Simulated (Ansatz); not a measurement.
How far each method lies from UCCSDT(Q) for H₂Si–Ge⁺, doublet

Geometry: that of the H2Si–Ge, triplet, kept fixed.

```xyz
4

Si    0.0000    0.0000    1.6381
Ge    0.0000    0.0000   -0.7039
H     0.0000    1.1919    2.5412
H     0.0000   -1.1919    2.5412
```

Basis cc-pVDZ; Ansatz 0.2.0. Correlated methods freeze the noble-gas cores and the filled d shells of p-block atoms, which leaves 9 electrons in 36 orbitals. Prefix R: restricted or restricted open-shell reference; prefix U: unrestricted. Active spaces: valence = (9e, 10o) chosen from the atoms' valence shells. No spin–orbit coupling is included, and no scalar relativity.

Full CI isn't at hand for all of this; UCCSDT(Q) serves as the reference, and is uncertain by about the last step of the cluster series. The frozen core follows each run's orbitals, which can shift R against U totals by a few meV for light atoms and by up to 0.1 eV past Ca.

* UHF ⟨S²⟩: 0.759
* T1 diagnostic (RCCSD): 0.0226
* largest doubles amplitude (RCCSD): 0.067
* T1 diagnostic (UCCSD): 0.0218

```
   level  E − E(UCCSDT(Q)) (mEh)  share of correlation (%)  wall time
     UHF                  177.95                      1.20          –
    UMP2                   44.89                     75.08          –
   UCCSD                    6.88                     96.18          –
UCCSD(T)                    1.63                     99.10       10 s
  UCCSDT                    0.28                     99.85          –
```

The correlation energy at UCCSDT(Q), counted from RHF, is -4.901 eV. That run took 22 s on 1 thread of Arm Neoverse V2, shared host.

Run but not shown, since their state or frozen core can't be matched to the reference's or they repeat it: RHF, RMP2, CISD, RCCSD, RCCSD(T), BCCD(T), RCCSDT, RCCSDT(Q), CASSCF (valence space), NEVPT2 (valence space), NEVPT4(SD) (valence space), MRCISD (valence space), MRCISD+Q (valence space).

Times hold each run's SCF and search for its determinant on a shared host, so for small cases they say little of a method's own cost; they ran on 1 thread of Arm Neoverse V2.

Natural occupations of CASSCF (valence space) about the gap: 1.981 1.974 1.969 1.915 0.991 0.051 0.041 0.035 0.025 0.019; effectively unpaired electrons, Σ n²(2−n)², 1.06.
